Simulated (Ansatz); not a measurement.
C4H6S can be A, `C=C(C)C=S`, or B, `C=C1SC1C`.

Program: Ansatz. Geometries: PBE0-D4/def2-TZVP. ΔE: electronic, gas phase. CCSD(T)/CBS adds triple-zeta CCSD(T) − MP2 to the extrapolated MP2 energy (def2 sets, frozen cores). DFT in def2-TZVPP. B3LYP here is the variant with VWN-RPA as its local correlation; programs differ in this. Each species was taken in one conformer, which may not be the lowest.

A:

Z-matrix (Å, degrees):
```
C
C 1 1.491
H 1 1.092 2 110.5
H 1 1.090 2 111.1 3 121.4
H 1 1.093 2 110.5 3 -117.3
C 2 1.453 1 119.5 3 58.6
C 2 1.341 1 123.2 3 -121.4
S 6 1.618 2 126.2 1 -0.0
H 6 1.092 2 114.3 1 180.0
H 7 1.084 2 121.8 1 -0.0
H 7 1.085 2 121.0 1 180.0
```

B:

Z-matrix (Å, degrees):
```
C
C 1 1.500
C 1 1.450 2 121.2
S 1 1.848 2 118.7 3 -72.8
H 1 1.088 2 115.6 3 149.7
H 2 1.090 1 110.6 3 31.7
H 2 1.095 1 109.7 3 -87.9
H 2 1.092 1 111.1 3 152.7
C 3 1.318 1 145.7 2 69.8
H 9 1.084 3 120.1 1 2.1
H 9 1.082 3 121.7 1 -178.0
```

Task: Which isomer does CCSD(T)/CBS put lower? Give the gap. (An estimate is asked.)

Result: Computed: A, by 9.4 kcal/mol.

Task: Give E(B) − E(A) in kcal/mol with B3LYP, LDA (SPW92), MP2/def2-TZVPP, ωB97M-V, PBE0-D4, B3LYP-D4, BLYP-D4. (An estimate is asked.)

Result: The calculation gave: B3LYP 10.2, LDA (SPW92) 4.3, MP2/def2-TZVPP 7.4, ωB97M-V 7.6, PBE0-D4 5.5, B3LYP-D4 10.3, BLYP-D4 11.2. None reverses the order clearly.

Task: Does the order hold for the free energy at 298.15 K (harmonic terms from PBE0-D4)? (Estimate.)

Result: Ansatz gave: Yes: G(B) − G(A) = +9.7 kcal/mol, for one conformer each.

Largest T1 diagnostic: 0.015.

From r2SCAN to r2SCAN0 (25 % exact exchange), in def2-TZVPP and without D4, E(B) − E(A) moves by −0.8 kcal/mol. Leaving LDA and LC-ωPBE aside and taking each functional with its dispersion term where it has one, the values spread over 5.7 kcal/mol, from PBE0-D4 to BLYP-D4. LDA lies −1.6 kcal/mol from PBE without D4.
